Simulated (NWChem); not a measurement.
# SiH₂, singlet; SMILES [SiH2]

Low-valent species are run as closed-shell singlets; no triplet was tried in these runs. B3LYP is NWChem's, with the RPA form of VWN correlation.

Question: Give the equilibrium geometry at B3LYP/6-31G* (spherical d) (NWChem) as an XYZ file, with the point group.

Answer: point group C2v; any orientation.
```
3

Si     0.0000     0.0000     0.1809
H      1.0934     0.0000    -0.8898
H     -1.0934     0.0000    -0.8898
```
